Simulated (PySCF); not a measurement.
**Broadened absorption spectrum of C4H12NP**

Species: C₄H₁₂NP.
SMILES: `P(C)(N(C)C)C`

Method: PySCF, TDDFT CAM-B3LYP/def2-SVPD, vertical, gas phase, core orbitals frozen in the response. Geometry: PBE0-D3(BJ)/def2-SVP, one conformer, isolated molecule. Torsions of this conformer, `[CH3:1][N:2]([CH3:3])[P:4]([CH3:5])[CH3:6]`: C1–N2–P4–C5 -65°.

Each state is given a Gaussian of 0.5 eV full width at half maximum, with ε(max) = 2.175×10⁸ f / Δν̃ (Δν̃ the width in cm⁻¹). The cross-section is σ = 3.8235×10⁻²¹ ε cm², given in Mb (10⁻¹⁸ cm²). The width is an assumption, not a result. The curve ends short of the highest state used, and states not computed would add to its high-energy end.

```csv
E (eV),σ (Mb)
4.88,0.06
4.94,0.15
5.01,0.41
5.08,1.02
5.14,2.06
5.21,4.26
5.28,7.94
5.34,12.46
5.41,19.20
5.48,26.73
5.54,32.78
5.61,37.94
5.68,39.80
5.74,38.39
5.81,33.66
5.88,26.87
5.94,20.63
6.01,14.10
6.07,9.78
6.14,6.46
6.21,4.76
6.27,4.24
6.34,4.26
6.41,4.68
```

Problem. Where are the band maxima, and which computed states make them?

Solution. 218 nm (5.68 eV), ε about 10000, made up of S1 (63%) and S3 (31%) (ε in L mol⁻¹ cm⁻¹; maxima over ε = 5, shares over 10%). At its high-energy end, 6.41 eV, the curve is still rising (ε about 1200, from S4 and S6). The states used: S1 5.63 eV (f 0.125); S2 5.73 eV (f 0.013); S3 5.77 eV (f 0.066); S4 6.42 eV (f 0.018); S5 6.90 eV (f 0.0059); S6 7.01 eV (f 0.191).

Problem. What would ε be at 5.68 eV, the highest of these maxima, with half the width (0.25 eV)?

Solution. About 17900 L mol⁻¹ cm⁻¹ against 10400, a factor of about 1.7; a lone state at its own centre would give exactly 2.

Problem. Coming from long wavelengths, where does ε first pass 100 L mol⁻¹ cm⁻¹?

Solution. At about 248 nm (5.01 eV), 0.62 eV below S1.

Problem. On this curve, what absorbance would a 10⁻⁵ mol/L sample give at 254 nm over a 1 cm path?

Solution. 254 nm is 4.881 eV, where ε is about 15 L mol⁻¹ cm⁻¹, so A = ε c l ≈ 0.00015 (Beer–Lambert, with the gas-phase spectrum and the assumed width).
